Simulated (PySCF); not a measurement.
**SiCl₂⁺: structure of the doublet**

Aim: relax SiCl₂⁺ as a doublet from a bent start, check by its vibrations whether the end is a minimum, and collect its spectrum and constants.

Method: PBE0, basis Si def2-TZVP, Cl def2-TZVP, no relativity, density fitting; program: PySCF 2.14.0.

## Step 1: Starting geometry

3 atoms, charge 1, spin multiplicity 2.

Bond lengths: Si1–Cl2 2.107 Å, Si1–Cl3 2.107 Å. Angles: Cl2–Si1–Cl3 110.0°.

Z-matrix (Å, degrees; charge 1 multiplicity 2):
```
Si
Cl 1 2.1070
Cl 1 2.1070 2 110.00
```

## Step 2: The SCF at the typed geometry

The steps below are one call of a driver around PySCF. For each, scf.py gives the equivalent set-up of the SCF; relaxations use the driver's own optimiser. After this first run the driver tries any further starts and a stability analysis.

File scf.py:

```python
from pyscf import gto, scf, dft
mol = gto.M(atom='''
Si     0.000000     0.000000     0.000000
Cl     1.726000     0.000000     1.208500
Cl    -1.726000     0.000000     1.208500''',
    basis={'Si': 'def2-TZVP', 'Cl': 'def2-TZVP'},
    charge=1, spin=1)
mf = dft.UKS(mol, xc='PBE0')
mf.grids.atom_grid = (50, 194)
aux = {'Si': 'def2-universal-JKFIT', 'Cl': 'def2-universal-JKFIT'}
mf = mf.density_fit(auxbasis=aux)
mf.conv_tol = 1e-08
mf.diis_space = 10
mf.max_cycle = 60
mf.init_guess = 'minao'
mf.verbose = 4
mf.kernel()
```

Started as:

```
> OMP_NUM_THREADS=4 python axn.py task.json out
```

After this run come: Bent start, doublet: relaxation; Frequencies.

What does the calculation give? Wanted: minimum; geometry; wavenumbers; dipole moment; highest occupied, lowest empty level; polar-tensor charge of Si1; zero-point energy; ⟨S²⟩.

The runs gave:

```
                                          quantity                                value
                                           minimum                         doublet, C2v
                                          geometry  Si–Cl 1.963 Å (×2); Cl–Si–Cl 122.4°
                                wavenumbers (cm⁻¹)         185 (a1), 555 (a1), 723 (b2)
                    dipole moment (centre of mass)                               1.77 D
highest occupied, lowest empty level (either spin)                    -14.54, -10.88 eV
                        polar-tensor charge of Si1                              +1.32 e
                                 zero-point energy                           8.7 kJ/mol
                               entropy at 298.15 K                      284.1 J/(mol K)
                                              ⟨S²⟩                                0.755
```

**Reading.** The bent start keeps its C2v symmetry and ends in a minimum. In the infrared the band at 723 cm⁻¹ (b2) leads. Most of the spin sits on Si1 (Mulliken spin 0.71, against 1 for the whole molecule). Other starts or spin states, not run here, may lie lower.
